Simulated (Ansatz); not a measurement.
Diamond-structure Ge was calculated with r²SCAN (plane waves, PAW; Ansatz, a first-principles code).

Run with plane-wave cutoff 600 eV, 12×12×12 k mesh, finite displacements, force constants from a 4×4×4 q mesh, scalar-relativistic PAW data made under PBE.

Computed at the level's own relaxed cell. Harmonic vibrational thermodynamics at fixed volume:

```json
[
 {"T (K)": "0", "S_vib (J/K per mol of atoms)": "0.00", "C_V (J/K per mol of atoms)": "0.00", "F_vib (eV/atom)": "0.0355"},
 {"T (K)": "100", "S_vib (J/K per mol of atoms)": "10.03", "C_V (J/K per mol of atoms)": "14.01", "F_vib (eV/atom)": "0.0316"},
 {"T (K)": "400", "S_vib (J/K per mol of atoms)": "38.10", "C_V (J/K per mol of atoms)": "23.82", "F_vib (eV/atom)": "-0.0498"},
 {"T (K)": "500", "S_vib (J/K per mol of atoms)": "43.46", "C_V (J/K per mol of atoms)": "24.22", "F_vib (eV/atom)": "-0.0921"},
 {"T (K)": "600", "S_vib (J/K per mol of atoms)": "47.89", "C_V (J/K per mol of atoms)": "24.43", "F_vib (eV/atom)": "-0.1395"},
 {"T (K)": "900", "S_vib (J/K per mol of atoms)": "57.87", "C_V (J/K per mol of atoms)": "24.71", "F_vib (eV/atom)": "-0.3050"},
 {"T (K)": "1000", "S_vib (J/K per mol of atoms)": "60.47", "C_V (J/K per mol of atoms)": "24.76", "F_vib (eV/atom)": "-0.3663"}
]
```

The crystal is taken as a harmonic solid at every temperature: melting, phase changes and thermal expansion are not seen.

At Γ the run gives TO 296 cm⁻¹ and LO 296 cm⁻¹.

Measured, for comparison: zone-centre TO phonon frequency 304 cm⁻¹ (low temperature, zero-point motion not removed; as tabulated in Tanner et al. (2021), arXiv:2110.11888). Computed (rounded) less measured: zone-centre TO phonon frequency -3 %.
